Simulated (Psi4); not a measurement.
# CH3AlO (Al(CO)H3): TPSS/def2-TZVP

Aim: the energy change on altering one bond length of CH3AlO (Al(CO)H3) at TPSS/def2-TZVP, from 2 runs. 

The calculation is run with Psi4 1.11.

1 further run of the same task is left out (set aside as unsound or not needed).

### Step 1. The molecule

The species is CH3AlO (6 atoms), meant as a singlet with charge 0. SMILES: `[H][Al]([H])([H])<-[C-]#[O+]`. Geometry: a GFN2-xTB relaxation, a rough one for these elements and not checked as a minimum.

Bond lengths: Al1–C2 2.094 Å, C2–O3 1.126 Å, Al1–H4 1.577 Å, Al1–H5 1.545 Å, Al1–H6 1.577 Å. Angles: Al1–C2–O3 141.2°, C2–Al1–H4 78.4°, C2–Al1–H5 133.6°, C2–Al1–H6 78.3°, H4–Al1–H5 118.1°, H4–Al1–H6 119.8°, H5–Al1–H6 118.1°.

### Step 2. Energy and gradient at TPSS/def2-TZVP

ch3alo.dat

```
memory 1600 mb

molecule mol {
  0 1
  Al    -0.199510    -0.012510    -0.765670
  C      0.178800     0.454460     1.239830
  O      0.582630    -0.003390     2.185370
  H      1.364860    -0.193790    -0.688020
  H     -0.782320     0.784950    -1.953560
  H     -1.144460    -1.029730    -0.017950
  symmetry c1
}

set basis def2-TZVP
set puream true
set e_convergence 1e-09
set d_convergence 1e-08
set scf_type pk
set dft_radial_points 99
set dft_spherical_points 590

gradient("tpss")
```

The run is started by

```
$ psi4 ch3alo.dat ch3alo.out -n 1
```

ch3alo.out (excerpt; [...] marks lines left out):

```text
[...]
  Running in c1 symmetry.
[...]
  Nuclear repulsion =   81.517240259074100
[...]
  Multiplicity = 1
[...]
  Nalpha       = 15
  Nbeta        = 15
[...]
    Number of basis functions: 117
[...]
   @RKS iter   1:  -357.51184736035390   -4.95144e-01   4.17072e-03 ADIIS/DIIS
[...]
   @RKS iter  11:  -357.61496410523290   -1.93268e-12   3.22895e-09 DIIS
[...]
    Orbital Energies [Eh]
    ---------------------
    Doubly Occupied:
       1A    -55.594293     2A    -19.010953     3A    -10.132913
       4A     -3.964729     5A     -2.538369     6A     -2.530450
       7A     -2.530120     8A     -1.119895     9A     -0.558975
      10A     -0.476480    11A     -0.461338    12A     -0.442726
      13A     -0.338817    14A     -0.280079    15A     -0.266305
[...]
  @RKS Final Energy:  -357.61496410523290
   => Energetics <=
    Nuclear Repulsion Energy =             81.5172402590741001
    One-Electron Energy =                -654.7123630838601684
    Two-Electron Energy =                 249.3377255735760514
    DFT Exchange-Correlation Energy =     -33.7575668540229188
    Empirical Dispersion Energy =           0.0000000000000000
    VV10 Nonlocal Energy =                  0.0000000000000000
    Total Energy =                       -357.6149641052329002
[...]
 Multipole Moments:
 ------------------------------------------------------------------------------------
     Multipole            Electronic (a.u.)      Nuclear  (a.u.)        Total (a.u.)
 ------------------------------------------------------------------------------------
 L = 1.  Multiply by 2.5417464519 to convert [e a0] to [Debye]
 Dipole X            :          0.5501843           -0.5186576            0.0315266
 Dipole Y            :          0.8247792           -0.5500844            0.2746949
 Dipole Z            :          3.0980318           -2.6358589            0.4621729
 Magnitude           :                                                    0.5385676
[...]
  -Total Gradient:
     Atom            X                  Y                   Z
    ------   -----------------  -----------------  -----------------
       1        0.000003618665     0.003426745214     0.004190454566
       2        0.007603248045    -0.009154837633     0.017161355882
       3       -0.008637589408     0.003793998206    -0.027704986299
       4       -0.006222449296     0.004851615387     0.001902098312
       5        0.004834992927    -0.010638837324     0.004811799018
       6        0.002416798360     0.007722241573    -0.000364724290
[...]
```

Run time: 34 s. Hardware: 1 thread of Intel Xeon 6975P-C (Granite Rapids), shared host; peak memory 0.71 GiB.

### Step 3. The distorted shape at the same level

ch3alo.in

```
memory 1600 MB

molecule {
  0 1
  Al     0.17362804    -0.77709318    -0.32456991
  C      0.88853033     0.10535223     3.46527583
  O      1.65165843    -0.75985887     5.25208747
  H      3.12985889    -1.11966273    -0.17783268
  H     -1.47837054     1.48334052    -3.69169337
  H     -1.61206867    -2.69936039     1.08841611
  units bohr
  symmetry c1
  no_reorient
  no_com
}

set {
  basis def2-TZVP
  puream true
  e_convergence 1e-09
  d_convergence 1e-08
  scf_type pk
  dft_radial_points 99
  dft_spherical_points 590
}

result, w = gradient('tpss', return_wfn=True)
oeprop(w, 'MULLIKEN_CHARGES', 'LOWDIN_CHARGES', 'DIPOLE', title='TPSS')
```

The run is started by

```
$ psi4 ch3alo.in ch3alo.out -n 1
```

ch3alo.out (excerpt; [...] marks lines left out):

```text
[...]
  Running in c1 symmetry.
[...]
  Nuclear repulsion =   79.653791881227662
[...]
  Multiplicity = 1
[...]
  Nalpha       = 15
  Nbeta        = 15
[...]
    Number of basis functions: 117
[...]
   @RKS iter   1:  -357.46453451908963   -5.24422e-01   4.10745e-03 ADIIS/DIIS
[...]
   @RKS iter  11:  -357.55862695186875   -4.18936e-11   9.92127e-09 DIIS
[...]
  @RKS Final Energy:  -357.55862695186875
   => Energetics <=
    Nuclear Repulsion Energy =             79.6537918812276615
    One-Electron Energy =                -650.4400621181941915
    Two-Electron Energy =                 246.8717754069358818
    DFT Exchange-Correlation Energy =     -33.6441321218381120
    Empirical Dispersion Energy =           0.0000000000000000
    VV10 Nonlocal Energy =                  0.0000000000000000
    Total Energy =                       -357.5586269518687459
[...]
  -Total Gradient:
     Atom            X                  Y                   Z
    ------   -----------------  -----------------  -----------------
       1        0.021034776152    -0.026633594896     0.045430374024
       2        0.006584333553    -0.007801059381     0.015042935976
       3       -0.008049026050     0.002708334876    -0.026858616623
       4       -0.003750713486     0.002523587435     0.004950600603
       5       -0.019213196471     0.024299245577    -0.041652735064
       6        0.003394608730     0.004899472780     0.003083415490
[...]
 Multipole Moments:
 ------------------------------------------------------------------------------------
     Multipole            Electronic (a.u.)      Nuclear  (a.u.)        Total (a.u.)
 ------------------------------------------------------------------------------------
 L = 1.  Multiply by 2.5417464519 to convert [e a0] to [Debye]
 Dipole X            :        -20.5759228           20.8410336            0.2651108
 Dipole Y            :         17.8449509          -17.8846515           -0.0397006
 Dipole Z            :        -54.8631099           55.8078360            0.9447260
 Magnitude           :                                                    0.9820220
[...]
```

Run time: 34 s. Hardware: 1 thread of Intel Xeon 6975P-C (Granite Rapids), shared host; peak memory 0.71 GiB.

### Step 4. What came out

Level: TPSS/def2-TZVP.

| quantity | value |
| --- | --- |
| first shape: total energy | -357.61496 Eh |
| first shape: dipole moment | 1.37 D |
| first shape: HOMO energy | -7.25 eV |
| first shape: LUMO energy | -2.92 eV |
| first shape: HOMO–LUMO gap | 4.33 eV |
| first shape: largest force on an atom | 1.505 eV/Å |
| distorted shape: total energy | -357.55863 Eh |
| distorted shape: dipole moment | 2.50 D |
| distorted shape: HOMO energy | -6.33 eV |
| distorted shape: LUMO energy | -3.27 eV |
| distorted shape: HOMO–LUMO gap | 3.06 eV |
| distorted shape: largest force on an atom | 2.916 eV/Å |
| energy change with the Al1–H5 bond stretched from 1.545 to 2.317 Å | 1.533 eV |

**Reading.** With the Al1–H5 bond stretched from 1.545 to 2.317 Å the energy rises by 1.53 eV (148 kJ/mol). The first shape isn't relaxed at this level, so the change isn't measured from a minimum. The largest force (first shape) is 1.50 eV/Å: the shape isn't a stationary point for this species at this level.
